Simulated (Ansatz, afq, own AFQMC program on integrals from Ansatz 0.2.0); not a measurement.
Where AFQMC and coupled cluster stand for NH₃S, triplet

```xyz
5

N    -1.7999   -0.0116   -0.0181
H    -2.0971    0.9562   -0.0181
H    -2.0971   -0.4139    0.8622
H    -0.4479   -0.0116   -0.0181
S     0.9321   -0.0116   -0.0181
```

Connectivity, by distances: NH2 ··· SH.

Basis cc-pVTZ. Noble-gas cores (and the filled d shells of Ga–Kr and In–Xe) are frozen. Ansatz 0.2.0 and our own AFQMC program on the same integrals; the CISD trial comes from CCSD amplitudes, and released means the phaseless constraint is let go. Uncertainties: one standard error, sampling alone.

Determinant: UHF, the one that the program's search chose, which needn't be the lowest solution. The geometry is a point of a scan.

No full CI on the walks' own integrals is used here. The released AFQMC energy serves as the reference, which it does only where one determinant dominates, the energy is flat over the last release times and near the phaseless one (40 meV or 2 meV an electron, half that with transition metals). On small molecules, where full CI could be run and the noise was under 10 meV, such values lay within 10 meV of it in 19 cases of 20, a flattering rate, since the rule was set on those same cases; what remains of the bias isn't in the error bar.

Cautions: lower spins were not checked; the ph-AFQMC/HF walk drifts between its halves (2.1 errors); the released value is read at 2.40 1/Eh with a noise of 13 meV, more than in the cases checked (meV from the phaseless value at times in 1/Eh: -12 ± 6 at 0.24, -21 ± 7 at 0.51, -22 ± 7 at 0.99, -34 ± 10 at 1.62, -18 ± 13 at 2.40).

- T1 diagnostic: 0.0240
- weight of the determinant in the CISD state: 0.851
- ⟨S²⟩ of the determinant: 2.037
- size of the correlated space: 14 electrons in 100 orbitals

| level | correlation energy (eV) |
| --- | --- |
| MP2 | -9.7196 |
| CCSD | -10.7801 |
| CCSD(T) | -11.1890 |

(1) Estimate where phaseless AFQMC with a CISD trial lies against CCSD(T) on the same integrals.

(1) 2.8 ± 0.7 kJ/mol below CCSD(T).

Reference: AFQMC with the constraint released, correlation energy -11.236 ± 0.013 eV.

```csv
level,E − E(reference) (kJ/mol),share of correlation (%)
CCSD(T),4.6 ± 1.3,99.58
ph-AFQMC/HF,4.2 ± 3.1,99.61
ph-AFQMC/CISD,1.8 ± 1.4,99.84
```

A walk keeps the symmetry of its determinant, which the program's search chose and which needn't be the lowest solution, so a lower state of the same spin and another symmetry isn't excluded. Released energies are given only where the last usable release times agree within the noise; a slower fall can still hide under it.
